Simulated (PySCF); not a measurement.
Molecule: 1-methylpyrazole, C4H6N2.

Geometry (Å), atoms numbered from 1 in this order:
```xyz
12

C    -1.8443   -0.0138    0.0496
N    -0.4130   -0.0880    0.0139
C     0.4618    0.9356   -0.0452
C     1.7217    0.3837   -0.0641
C     1.4967   -0.9978   -0.0129
N     0.2051   -1.2628    0.0333
H    -2.1752    0.6184    0.8755
H    -2.2361    0.3902   -0.8867
H    -2.2249   -1.0231    0.1902
H     0.1345    1.9558   -0.0669
H     2.6611    0.8953   -0.1067
H     2.2139   -1.7943   -0.0060
```

Frames of a GFN2-xTB Langevin trajectory at 200 K; GIAO PBE0/pcSseg-1 shieldings in PySCF 2.14, gas phase, non-relativistic; equivalent atoms averaged within each frame.

Shifts are taken against calculated references (same method and geometry level): $^{13}$C (σref 186.93) and $^{1}$H (σref 31.72) against TMS; $^{15}$N (σref 267.73) against NH3. The references are static minima.

Task: How do the shifts (ppm) fluctuate along the trajectory?

Result: 
```tsv
time (fs)	C5	C3	C4	C1	N6	N2	H12	H10	H11	H7/H8/H9
optimised geometry	141.0	131.7	112.8	39.5	352.0	225.4	7.46	7.39	6.46	4.06
250	143.6	135.3	119.7	37.5	354.7	221.2	7.70	7.31	6.62	4.30
425	149.3	137.3	110.2	38.7	365.9	241.1	7.95	7.38	6.35	4.29
625	145.6	132.2	115.5	35.9	342.3	217.9	7.73	7.21	6.36	4.02
800	145.6	133.1	108.7	37.8	353.1	222.1	8.30	7.51	6.15	3.65
1000	139.1	139.3	114.2	37.8	349.5	230.4	7.25	8.31	6.31	3.68
mean of frames	144.6	135.4	113.7	37.6	353.1	226.5	7.79	7.54	6.36	3.99
standard deviation	3.7	2.9	4.4	1.1	8.6	9.3	0.38	0.44	0.17	0.32
```

5 frames give an uncertainty of the mean of about the standard deviation over 2.2 at best, since frames this close in time may not be independent; classical motion lacks zero-point vibration, and the reference would need the same averaging.
